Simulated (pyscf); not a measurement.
# Substitution at C: H₃C–GaH₂ + methyl (CH₃•) -> ethane (H₃C–CH₃) + GaH₂•

Gas phase, doublet surface, charge 0. Bonds broken: C1–Ga2. Bonds formed: C1–C8. PySCF, gas phase, ωB97X-D3(BJ)/def2-SVP geometries.

Transition state (Å):

```xyz
11

C     -0.5042     0.0497     0.0505
Ga    -0.3063    -1.4716    -1.4544
H      0.4731     0.5271    -0.0052
H     -1.3904     0.5763    -0.3008
H     -0.6228    -0.8746     0.6446
H      1.0500    -2.2870    -1.4181
H     -1.6487    -2.2124    -1.8481
C     -0.7809     0.8999     1.9369
H     -0.7217     1.9756     1.7364
H      0.0430     0.5188     2.5520
H     -1.7722     0.5652     2.2651
```

One imaginary mode, 1228i cm⁻¹; descent along it reached the two sides named.

```
bond    change  reactant side (Å)  saddle  product side
------  ------  -----------------  ------  ------------
C1–Ga2  breaks              1.965   2.149           3.0
C1–C8    forms                3.9   2.087         1.529
```

Electronic energies relative to the separated reactants (eV):

| level | barrier | reaction energy | reverse barrier |
|---|---|---|---|
| ωB97X-D3(BJ)/def2-TZVP | 1.38 | -0.68 | 2.06 |
| PBE/def2-TZVP | 0.83 | -0.85 | 1.68 |
| r²SCAN/def2-TZVP | 1.05 | -0.65 | 1.70 |
| B3LYP-D3(BJ)/def2-TZVP | 1.09 | -0.79 | 1.88 |
| PBE0-D3(BJ)/def2-TZVP | 1.09 | -0.80 | 1.89 |
| M06-2X/def2-TZVP | 1.20 | -0.86 | 2.06 |
| ωB97M-D3(BJ)/def2-TZVP | 1.32 | -0.82 | 2.14 |
| HF/def2-TZVP | 2.09 | -0.58 | 2.67 |

With ωB97M-D3(BJ)/def2-TZVP energies and thermal terms (ideal gas, 1 atm, RRHO with modes under 100 cm⁻¹ raised to 100, one conformer, R ln 2 for chiral ones without a mode under 150 cm⁻¹), in eV:

| T (K) | ΔH‡ | ΔG‡ | ΔH | ΔG |
|---|---|---|---|---|
| 298 | 1.40 | 1.82 | -0.66 | -0.59 |
| 600 | 1.40 | 2.25 | -0.72 | -0.49 |
| 900 | 1.41 | 2.67 | -0.75 | -0.37 |
| 1200 | 1.44 | 3.09 | -0.77 | -0.24 |

This is the saddle that the search found; another between the same sides may lie lower. The angle at the attacked C is 159°. Elements up to Kr have no core potential and no relativistic terms here.
